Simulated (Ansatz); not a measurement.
Abstraction of H: SiH2(NH2)(SiH3) + C2H7Si → SiH(NH2)(SiH3) + C2H8Si

Species: SiH2(NH2)(SiH3), singlet; C2H7Si `CC[SiH2]`, doublet; SiH(NH2)(SiH3), doublet; C2H8Si `CC[SiH3]`, singlet. A radical takes H: the energy is the difference in strength between two Si–H bonds in different surroundings.

Shapes, held fixed at every level: PBE0-D4/def2-TZVP. Flexible molecules stand in one conformer, not always the lowest. Programs: Ansatz 0.2.0. Electronic energies: no zero-point or thermal term.

```
                level                    kind  ΔE (kJ/mol)
         MP2/def2-SVP     perturbation theory        -17.3
       MP2/def2-TZVPP     perturbation theory        -18.1
        HF/def2-TZVPP            Hartree–Fock        -14.7
     SPW92/def2-TZVPP                     LDA        -28.9
  B3LYP-D4/def2-TZVPP           global hybrid        -25.5
r2SCAN0-D4/def2-TZVPP           global hybrid        -22.2
   wB97M-V/def2-TZVPP  range-separated hybrid        -24.7
    B2PLYP/def2-TZVPP           double hybrid        -23.5
```

B2PLYP/def2-TZVPP gives ΔE = -23.5 kJ/mol; the levels span -28.9 to -14.7. The median of the levels is -22.9. No measured value is set beside it here. Open shells run unrestricted.
